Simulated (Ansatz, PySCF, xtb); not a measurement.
Acid–base and redox partners of C=C=C. All species are isolated molecules in the gas phase. Strings in code marks are SMILES.

Quantity: gas-phase deprotonation enthalpy at 298 K, in kJ/mol. Thermal and zero-point terms are GFN2-xTB rigid-rotor harmonic values (xtb). Levels without diffuse functions put anions too high.

Level 1: frozen-core CCSD(T)/aug-cc-pVTZ // PBE0-D4/def2-TZVPD (Ansatz, a quantum-chemistry and plane-wave program)
Level 2: PBE-D3(BJ)/def2-TZVPD // PBE0-D4/def2-TZVPD (PySCF)
Level 3: SVWN5/6-31G* // PBE0-D4/def2-TZVPD (PySCF)
Level 4: frozen-core MP2/6-31G* // PBE0-D4/def2-TZVPD (PySCF)

```csv
species,level 1,level 2,level 3,level 4
proton removed from C1: `[CH-]=C=C`,1602.4,1591.7,1635.5,1671.6
```
